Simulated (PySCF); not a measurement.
Compound: C₄H₁₀NO (doublet state).
SMILES with atom numbers: `[CH3:1][O:2][CH2:3][CH2:4][CH2:5][NH:6]` (hydrogens: H7, H8, H9 on C1; H10, H11 on C3; H12, H13 on C4; H14, H15 on C5; H16 on N6)

Geometry (GFN2-xTB, Å), atoms numbered from 1 in this order:
```
atom  x, y, z in Å
C1     2.2491   -0.9613    0.2068
O2     1.1932   -0.0822    0.4843
C3     0.4890    0.3196   -0.6729
C4    -0.6984    1.1710   -0.2424
C5    -1.6940    0.3084    0.5345
N6    -2.3065   -0.6305   -0.2927
H7     2.7021   -1.2206    1.1619
H8     1.8877   -1.8724   -0.2867
H9     3.0022   -0.4901   -0.4377
H10    1.1567    0.8848   -1.3411
H11    0.1133   -0.5615   -1.2132
H12   -1.1836    1.5788   -1.1284
H13   -0.3472    1.9867    0.3898
H14   -2.4290    0.9409    1.0697
H15   -1.1317   -0.1985    1.3455
H16   -3.0105   -1.1641    0.2136
```

The hyperfine couplings belong to this conformer and change with its torsions.

Computed, not measured: UKS B3LYP, pcH-1 on C H N O, non-relativistic, mean-field spin-orbit, GIAO (PySCF). Geometry: GFN2-xTB, one conformer, isolated molecule. The geometry wasn't refined by DFT: couplings that depend on bond lengths, twists or pyramidal angles can differ widely from those at the functional's own minimum. The SCF solution wasn't tested for stability.

Problem. What is the g tensor, term by term?

Solution. 
```json
{"Δg (ppt)": "relativistic mass correction", "1": "-0.20", "2": "-0.20", "3": "-0.20"}
{"Δg (ppt)": "gauge correction", "1": "0.00", "2": "0.03", "3": "0.03"}
{"Δg (ppt)": "orbital Zeeman/spin–orbit", "1": "-0.02", "2": "1.55", "3": "5.51"}
{"Δg (ppt)": "total", "1": "-0.22", "2": "1.38", "3": "5.34"}
```

So g = 2.00210, 2.00370, 2.00766 and g_iso = 2.00449; the tensor is rhombic: the two nearest values differ by 29 % of g3 − g1. 

Problem. What are the electron Larmor frequencies g μB B/h along the three axes at 330 mT?

Solution. 9.2472, 9.2546, 9.2729 GHz for g1, g2 and g3, a range of 25.7 MHz.

Problem. How much does each term add to the isotropic shift?

Solution. The orbital-Zeeman/spin–orbit term 2.35, the mass correction -0.20 and the gauge correction 0.02 ppt, for a total of 2.17 ppt. The orbital-Zeeman/spin–orbit term is the largest in size. The mass correction is the same along every axis, so the anisotropy comes from the other two: their spans along these axes are 0.04 (gauge) and 5.53 ppt (orbital Zeeman/spin–orbit).

Problem. At 9.404 GHz, how far is the centre of the isotropic spectrum from where a free electron (g = 2.002319) resonates?

Solution. B = hν/(g μB) with μB/h = 13.99624 MHz/mT gives 335.56 mT for the free electron and 335.20 mT at g_iso, 0.36 mT lower.

Problem. In a frozen sample, at which fields do the three g values resonate at 9.5, 34, 94 and 263 GHz (hyperfine left aside), and which band first spreads them over more than twice a line width of 0.5 mT?

Solution. 
```tsv
band	GHz	B(g3) mT	B(g2) mT	B(g1) mT	spread mT
X	9.5	338.08	338.75	339.02	0.94
Q	34.0	1209.98	1212.37	1213.34	3.36
W	94.0	3345.23	3351.85	3354.53	9.30
J	263.0	9359.52	9378.04	9385.53	26.01
```

The spread grows in proportion to the frequency. Q band is the first where it exceeds 1.0 mT.

Largest spin populations (Mulliken): N6 (+0.96), H15 (+0.08), C5 (-0.08) and H14 (+0.06). N6 is the only atom above +0.15. The positive populations add up to 1.11 and the negative ones to -0.11, together 2S = 1.

The HOMO–LUMO gaps are 8.10 eV among the α and 4.63 eV among the β orbitals.
